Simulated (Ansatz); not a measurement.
SnS (Pnma, No. 62): cohesive energy by level of theory

No measured value is used here.

```csv
level (code),value (eV/atom),cell (Å³/atom)
LDA (Ansatz),(withheld),22.70
PBE (Ansatz),3.57,25.65
PBEsol (Ansatz),3.96,23.40
PBE-D3(BJ) (Ansatz),3.91,23.75
```

**Question.** Fill in the missing entries.

**Answer.** 
- LDA (Ansatz, a quantum-chemistry and plane-wave program), value (eV/atom): 4.42

Density-functional levels without +SOC have no spin–orbit coupling, which shifts binding energies of heavy elements. LDA, PBE, PBEsol, PBE-D3(BJ): the relaxation could not lower the start's symmetry, so the cell can be a saddle point above a distorted one. Each level is taken at its own relaxed cell. Ansatz's density-functional and Hartree–Fock values are scalar-relativistic unless marked +SOC, with PAW data made under PBE.
